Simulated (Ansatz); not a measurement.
**What each rung costs, and what it gives**

Saddle point of CH8BN, singlet (CH₆BN ([BH2][NH][CH3]) + H₂ → CH₅N ([CH3][NH2]) + BH₃ (still joined by a long B–N bond); bonds formed: B1–H7, N2–H6; bonds broken: H6–H7; bonds weakened to dative contacts: B1–N2), PBE0-D4/def2-TZVP structure:

B1  (-0.673, 1.037, 0.100)
N2  (0.277, -0.124, 0.531)
C3  (0.380, -1.295, -0.308)
H4  (-1.318, 0.834, -0.890)
H5  (-1.166, 1.637, 1.013)
H6  (0.691, 1.122, 0.029)
H7  (0.275, 1.920, -0.352)
H8  (0.288, -0.317, 1.518)
H9  (0.624, -0.993, -1.329)
H10  (1.178, -1.955, 0.040)
H11  (-0.556, -1.866, -0.353)
(Å)

Barriers are electronic and count from the start structure reached by relaxing down the imaginary mode.

Computed with Ansatz 0.2.0 (basis: as named in each row); correlated methods freeze the cores. B3LYP uses VWN-RPA correlation. Extrapolation: Hartree–Fock as exp(−7.88 √X), correlation as X^−2.97.

Times are rough, for one single point on 2 threads of a shared host (Intel Xeon Platinum 8259CL).

The estimate by CCSD(T) at an estimated basis limit (MP2 extrapolated from triple and quadruple zeta, plus CCSD(T) − MP2 in triple zeta) is 40.78 kcal/mol.

```
      method       basis  time (s)  barrier (kcal/mol)  method less estimate
          HF      STO-3G   under 1               69.61                 28.83
      PBE-D4      STO-3G   under 1               48.53                  7.74
       SPW92    def2-SVP   under 1               22.74                -18.04
    B3LYP-D4       6-31G   under 1               46.82                  6.04
      PBE-D4    def2-SVP         1               31.84                 -8.94
     PBE0-D4    def2-SVP         1               33.35                 -7.43
       SPW92  def2-TZVPP         1               24.25                -16.53
      PBE-D4  def2-TZVPP         2               33.44                 -7.34
     BLYP-D4  def2-TZVPP         2               40.50                 -0.29
     CCSD(T)    def2-SVP         2               42.18                  1.40
    BHLYP-D4  def2-TZVPP         3               43.13                  2.35
    B3LYP-D4  def2-TZVPP         3               40.82                  0.04
   r2SCAN-D4  def2-TZVPP         3               35.97                 -4.81
CAM-B3LYP-D4  def2-TZVPP         3               40.05                 -0.73
     PBE0-D4  def2-TZVPP         4               34.86                 -5.92
  r2SCAN0-D4  def2-TZVPP         4               36.73                 -4.05
     wB97M-V    def2-SVP         4               36.77                 -4.01
    PBE-QIDH  def2-TZVPP         5               37.15                 -3.63
      B2PLYP  def2-TZVPP         5               41.39                  0.60
  RPA on PBE  def2-TZVPP         6               42.07                  1.29
     wB97X-V  def2-TZVPP         8               38.96                 -1.82
     wB97M-V  def2-TZVPP         8               39.39                 -1.39
      B97M-V  def2-TZVPP         8               38.62                 -2.16
         MP2  def2-QZVPP        22               39.70                 -1.08
     CCSD(T)  def2-TZVPP        42               41.13                  0.35
```

All methods are single points on the PBE0-D4 structures.

No T1 diagnostic of these runs exceeds 0.013.

Labels in which every atom is bracketed show which atoms are joined, not bond orders.
